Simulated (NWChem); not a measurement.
**Correlation energy of NO (+1)**

```xyz
2

N      0.0000     0.0000     0.5653
O      0.0000     0.0000    -0.4946
```
Charge +1, spin multiplicity 1.

Program: NWChem. All single points use one geometry, from PBE0/def2-SVP, a minimum by its harmonic frequencies.

Basis set: cc-pVTZ. Each correlation energy counts from its own Hartree-Fock reference.

The correlated methods keep 2 core orbitals frozen. The structure started from a generated list of species. Coupled-cluster values serve here as a point of comparison, not as the truth.

```json
[
 {"method": "RI-MP2", "correlation energy (mHa)": "-404.6"},
 {"method": "MP2", "correlation energy (mHa)": "-404.6"},
 {"method": "SCS-MP2", "correlation energy (mHa)": "(withheld)"},
 {"method": "CR-CCSD[T]", "correlation energy (mHa)": "(withheld)"},
 {"method": "CR-CCSD(T)", "correlation energy (mHa)": "-414.0"},
 {"method": "CCSD", "correlation energy (mHa)": "-398.0"},
 {"method": "CCSD+T(CCSD)", "correlation energy (mHa)": "-419.3"},
 {"method": "CCSD(T)", "correlation energy (mHa)": "-417.6"}
]
```

Question: Some entries are withheld; supply them.

Answer: 
- SCS-MP2, correlation energy (mHa): -395.1
- CR-CCSD[T], correlation energy (mHa): -415.3
